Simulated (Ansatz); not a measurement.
# CH4O (triplet): from Hartree-Fock to the top rungs at distance C1–H5 along a hydrogen transfer = 1.307 Å, cc-pVDZ

An exercise on one series of results from a longer session: the logs are not shown, and one member is left open.

Method: cc-pVDZ, core rule «outside noble gas», up to 2 orbitals frozen; program: Ansatz 0.2.0, Gaussian basis.

Plan: UHF; CCSD(T) on ROHF; CCSD(T) on UHF; BCCD(T) on ROHF; CISD; CCSDT(Q) on ROHF; CCSDT(Q) on UHF; CASSCF and MRCISD+Q, 4 electrons in 4 orbitals; CASSCF and NEVPT2, 4 electrons in 4 orbitals.

7 further runs of the same task are left out: 1 for a mislabelled method, 5 that didn't finish, 1 set aside as unsound or not needed.

### The geometry

The geometry derives from fragments relaxed apart (PBE0/def2-TZVP) and kept rigid, so it is no stationary point. A hydrogen atom is moved between rigid fragments.

6 atoms, charge 0, spin multiplicity 3.

Atoms are counted from 1 here; the program's logs count them from 0.

Bond lengths: C1–H2 1.090 Å, C1–H3 1.090 Å, C1–H4 1.090 Å, C1–H5 1.307 Å, H5–O6 1.026 Å. Angles: H2–C1–H3 109.5°, H2–C1–H4 109.5°, H2–C1–H5 109.5°, H3–C1–H4 109.5°, H3–C1–H5 109.5°, H4–C1–H5 109.5°, C1–H5–O6 180.0°.

Set-up of the first run:

Contents of in.yaml:

```yaml
crystal:
  periodic: [false, false, false]
  atoms:
    - {symbol: C, position_ang: [-1.171771, 0.000000, 0.000000]}
    - {symbol: H, position_ang: [-1.534976, 1.027301, 0.000000]}
    - {symbol: H, position_ang: [-1.534976, -0.513650, 0.889668]}
    - {symbol: H, position_ang: [-1.534976, -0.513650, -0.889669]}
    - {symbol: H, position_ang: [0.135229, 0.000000, 0.000000]}
    - {symbol: O, position_ang: [1.161229, 0.000000, 0.000000]}
basis:
  gaussian: {orbitals: cc-pVDZ}
magnetization: {spin_polarized: true, initial_magnetization: 2}
hamiltonian: {xc: hf}
output: {orbitals: {seedname: orbitals}}
```

On the command line:

```sh
> ansatz run in.yaml --threads 1 --pin off --events-out ev --progress --plain --max-ram 2393MiB
```

Among the steps run: UHF; CCSD(T) on ROHF; CCSD(T) on UHF; BCCD(T) on ROHF; CISD; CCSDT(Q) on ROHF; CCSDT(Q) on UHF; CASSCF and MRCISD+Q, 4 electrons in 4 orbitals; CASSCF and NEVPT2, 4 electrons in 4 orbitals.

One table of the session follows, with a row left open; its other results are not shown here.

| method | from UCCSDT(Q) (meV) |
| --- | --- |
| ROHF | +9446.5 |
| UHF | +9078.8 |
| RMP2 | +1136.6 |
| UMP2 | +1201.2 |
| CISD | +914.8 |
| RCCSD | +209.5 |
| UCCSD | +200.4 |
| RCCSD(T) | +32.7 |
| UCCSD(T) | +32.0 |
| BCCD(T) | +32.3 |
| RCCSDT | +13.6 |
| UCCSDT | +11.9 |
| RCCSDT(Q) | +1.4 |
| UCCSDT(Q) | 0 |
| CASSCF pair | +8690.6 |
| NEVPT2 pair | +1159.1 |
| MRCISD pair | ? |
| MRCISD+Q pair | +96.9 |

Estimate the missing values for MRCISD pair.

As computed: from UCCSDT(Q) (meV): +802.4. In the column «from UCCSDT(Q) (meV)» it lies between RCCSD (+209.5) and CISD (+914.8).

Caveats from the session: Restricted and unrestricted rows rest on different reference determinants; where their highest levels disagree by more than a few hundredths of an eV, they describe different states and don't form one ladder.
